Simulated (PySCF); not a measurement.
# Molecular orbitals of SiN

PW91 at R = 1.578 Å; basis Si def2-SVPD, N def2-SVPD; no relativity; PySCF 2.14. State: ²Σ⁺ (doublet), unpaired electrons σ ↑. Only the outer orbitals are listed, counted within each symmetry.

| spin | orbital | occ. | ε (eV) | on Si (%) | main shells (%) |
| --- | --- | --- | --- | --- | --- |
| α | 5σ | 1 | -19.39 | 27 | 70 N s, 16 Si s, 9 Si p |
| α | 6σ | 1 | -10.62 | 59 | 56 Si s, 26 N p, 15 N s |
| α | 7σ | 1 | -7.73 | 51 | 40 N p, 34 Si p, 16 Si s |
| α | 2π | 1 | -7.14 | 33 | 67 N p, 29 Si p |
| α | 2π | 1 | -7.14 | 33 | 67 N p, 29 Si p |
| α | 3π | 0 | -2.67 | 79 | 66 Si p, 21 N p, 12 Si d |
| α | 3π | 0 | -2.67 | 79 | 66 Si p, 21 N p, 12 Si d |
| α | 8σ | 0 | 0.10 | 61 | 50 Si d, 37 N s, 9 Si p |
| β | 5σ | 1 | -18.46 | 29 | 67 N s, 18 Si s, 9 Si p |
| β | 6σ | 1 | -9.62 | 75 | 69 Si s, 14 N s, 10 N p |
| β | 2π | 1 | -6.79 | 38 | 61 N p, 35 Si p |
| β | 2π | 1 | -6.79 | 38 | 61 N p, 35 Si p |
| β | 7σ | 0 | -6.03 | 36 | 48 N p, 31 Si p, 16 N s |
| β | 3π | 0 | -2.34 | 74 | 62 Si p, 26 N p, 12 Si d |
| β | 3π | 0 | -2.34 | 74 | 62 Si p, 26 N p, 12 Si d |

Task: Which are the highest filled and the lowest empty level, where do they sit, and how wide is the gap?

Result: Highest filled β 2π at -6.79 eV (in %: 61 N p, 35 Si p); lowest empty β 7σ at -6.03 eV (in %: 48 N p, 31 Si p, 16 N s); the gap at PW91 is 0.76 eV.

```
bond order (Mayer)                              : 2.72
⟨S²⟩                                            : 0.761
charge on Si (Mulliken, basis-dependent)        : 0.15
charge on Si (Löwdin, basis-dependent)          : 0.34
dipole moment (positive dipole means Si(−)N(+)) : -2.75 D
```

The state is the lowest determinant that a PBE0 search found; another state may lie lower at other levels.
